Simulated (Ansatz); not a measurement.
Cubic perovskite KTaO3

All values below come from PBE (Ansatz, a program for electronic structure, PAW).

Numerical settings: plane-wave cutoff 520 eV, 6×6×6 k mesh, scalar-relativistic PAW data made under PBE.

Cell: relaxed at this level.

For cubic perovskite KTaO3, the elastic constant C11 comes out as 414 GPa, the elastic constant C12 is 75.0 GPa and the elastic constant C44 is 98.3 GPa. The voigt–Reuss–Hill bulk modulus is 188 GPa, the polycrystal shear modulus (Hill average) comes out as 122 GPa and the Young modulus is 302 GPa. The Poisson ratio is 0.232.

Measured, for comparison: elastic constant C11 431 GPa, elastic constant C12 103 GPa, elastic constant C44 109 GPa (temperature not stated, no zero-point or thermal correction; as tabulated in arXiv:2111.11352). Computed (rounded) less measured: elastic constant C11 -4 %, elastic constant C12 -27 %, elastic constant C44 -10 %.

Elastic constants are with the ions relaxed.

Spin–orbit coupling is not included.

Computed values are for the static lattice.

The result took roughly 50 core-seconds.
